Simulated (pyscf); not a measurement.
Optimised with ωB97X-D3(BJ)/def2-SVP in PySCF.

### Question
For the elementary gas-phase step H₃Si–O–GaH₂ + water (H₂O) → silanol (HO–SiH₃) + HO–GaH₂ (singlet surface; Ga–O, H–O broken, H–O, Ga–O formed), what barrier and reaction energy does ωB97M-D3(BJ)/def2-TZVP give, measured from the separated reactants?

### Answer
ΔE‡ = -6.9 kcal/mol, ΔE = +3.1 kcal/mol. Zero-point energy shifts the barrier by +0.5 kcal/mol. It is a four-centre exchange, with an imaginary mode of 834i cm⁻¹. On the reactant side the descent ends in an adduct with a Ga–O contact, 17.9 kcal/mol under the separated species and 10.1 kcal/mol under the saddle at ωB97X-D3(BJ)/def2-TZVP. On the product side the descent ends in an adduct with a Ga–O contact, 16.2 kcal/mol under the separated species and 4.0 kcal/mol under the saddle at ωB97X-D3(BJ)/def2-TZVP. At ωB97M-D3(BJ) the saddle lies under the separated reactants, which points to a path from their complex (located at ωB97X-D3(BJ) alone). At ωB97M-D3(BJ) the saddle lies under the separated products, which points to a path from their complex (located at ωB97X-D3(BJ) alone), and parting the products costs more than the saddle. What is counted as formed (Ga–O) is already present as a longer contact in the reactant adduct; forming that adduct is a step of its own. What is counted as broken (Ga–O) persists as a longer contact in the product adduct; parting that adduct is a step of its own. One saddle was located; it need not be the lowest between these sides. Elements up to Kr have no core potential and no relativistic terms here.
